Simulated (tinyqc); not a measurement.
Extended Hueckel theory, for CH3, step by step. Computed by tinyqc, a small Python program that keeps every step (integrals from PySCF). Settings: charge = 0, K = 1.75, weighted = 1, multiplicity = 2. Command: `OMP_NUM_THREADS=1 python tinyqc.py 26695 26696 out.jsonl` (the two numbers bound the seeds that draw the settings). One thread of a shared host (Intel(R) Xeon(R) Processor @ 2.60GHz), about 0.01 s of CPU time with the checks.

## Overlaps

Geometry (angstrom):
```
atom          x          y         z
C      0.000000   0.000000  0.077000
H      1.058000   0.000000  0.000000
H     -0.529000   0.917000  0.000000
H     -0.529000  -0.917000  0.000000
```

Parameters chosen for this run:
```
element  shell  Slater exponent   H_ii (eV)
C           2s         1.625000  -21.400000
C           2p         1.625000  -11.400000
H           1s         1.300000  -13.600000
```

Slater orbitals, each expanded in six Gaussians scaled to its exponent.

overlap S, order 1C 2s, 1C 2px, 1C 2py, 1C 2pz, 2H 1s, 3H 1s, 4H 1s:
$$\begin{pmatrix}
1.000000 & 0.000000 & 0.000000 & 0.000000 & 0.508834 & 0.508468 & 0.508468 \\
0.000000 & 1.000000 & 0.000000 & 0.000000 & 0.499900 & -0.249694 & -0.249694 \\
0.000000 & 0.000000 & 1.000000 & 0.000000 & 0.000000 & 0.432834 & -0.432834 \\
0.000000 & 0.000000 & 0.000000 & 1.000000 & -0.036382 & -0.036345 & -0.036345 \\
0.508834 & 0.499900 & 0.000000 & -0.036382 & 1.000000 & 0.135828 & 0.135828 \\
0.508468 & -0.249694 & 0.432834 & -0.036345 & 0.135828 & 1.000000 & 0.135577 \\
0.508468 & -0.249694 & -0.432834 & -0.036345 & 0.135828 & 0.135577 & 1.000000
\end{pmatrix}$$

## Wolfsberg-Helmholz matrix

diagonal H_ii (eV): 1C 2s -21.400000, 1C 2px -11.400000, 1C 2py -11.400000, 1C 2pz -11.400000, 2H 1s -13.600000, 3H 1s -13.600000, 4H 1s -13.600000

K = 1.750000

H_ij = K' S_ij (H_ii + H_jj)/2 for i != j (the diagonal keeps H_ii), with K' = K + D^2 + D^4 (1 - K), D = (H_ii - H_jj)/(H_ii + H_jj), K = 1.75.

H (eV), order 1C 2s, 1C 2px, 1C 2py, 1C 2pz, 2H 1s, 3H 1s, 4H 1s:
$$\begin{pmatrix}
-21.400000 & 0.000000 & 0.000000 & 0.000000 & -16.008811 & -15.997301 & -15.997301 \\
0.000000 & -11.400000 & 0.000000 & 0.000000 & -10.983427 & 5.486077 & 5.486077 \\
0.000000 & 0.000000 & -11.400000 & 0.000000 & 0.000000 & -9.509892 & 9.509892 \\
0.000000 & 0.000000 & 0.000000 & -11.400000 & 0.799361 & 0.798541 & 0.798541 \\
-16.008811 & -10.983427 & 0.000000 & 0.799361 & -13.600000 & -3.232699 & -3.232699 \\
-15.997301 & 5.486077 & -9.509892 & 0.798541 & -3.232699 & -13.600000 & -3.226724 \\
-15.997301 & 5.486077 & 9.509892 & 0.798541 & -3.232699 & -3.226724 & -13.600000
\end{pmatrix}$$

## Orbitals

valence electrons = 7

Solve H C = S C e through S^(-1/2); fill by pairs from the bottom, a degenerate level sharing its electrons equally; each orbital has its largest coefficient positive (the first on a tie).

orbital energies (eV): [-24.624991, -15.784405, -15.783084, -11.417196, 8.100843, 8.111181, 28.244826]

occupations: [2.000000, 2.000000, 2.000000, 1.000000, 0.000000, 0.000000, 0.000000]

coefficients, order 1C 2s, 1C 2px, 1C 2py, 1C 2pz, 2H 1s, 3H 1s, 4H 1s:
$$\begin{pmatrix}
0.658293 & 0.000000 & -0.000113 & 0.045670 & 0.000000 & -0.002077 & 1.463996 \\
-0.000036 & 0.000000 & 0.528969 & 0.000012 & 0.000000 & 1.218791 & 0.002906 \\
0.000000 & 0.528816 & 0.000000 & 0.000000 & 1.218788 & 0.000000 & 0.000000 \\
0.004454 & 0.000000 & -0.000012 & 0.997947 & 0.000000 & 0.000153 & -0.110223 \\
0.203622 & 0.000000 & 0.499737 & -0.014897 & 0.000000 & -1.053299 & -0.800329 \\
0.203469 & 0.432908 & -0.250009 & -0.014912 & -0.912992 & 0.528552 & -0.796558 \\
0.203469 & -0.432908 & -0.250009 & -0.014912 & 0.912992 & 0.528552 & -0.796558
\end{pmatrix}$$

sum of one-electron energies = -123.802157 eV

## Mulliken analysis

P = C n C^T; charge = valence electrons (C 4, H 1) minus the sum of (P S)_ii on the atom; overlap population = 2 sum P_ij S_ij between two atoms.

charges: 1C -0.185579, 2H 0.061921, 3H 0.061829, 4H 0.061829

Overlap populations:
```
pair      value
2-1    0.801537
3-1    0.801179
3-2   -0.045310
4-1    0.801179
4-2   -0.045310
4-3   -0.045225
```
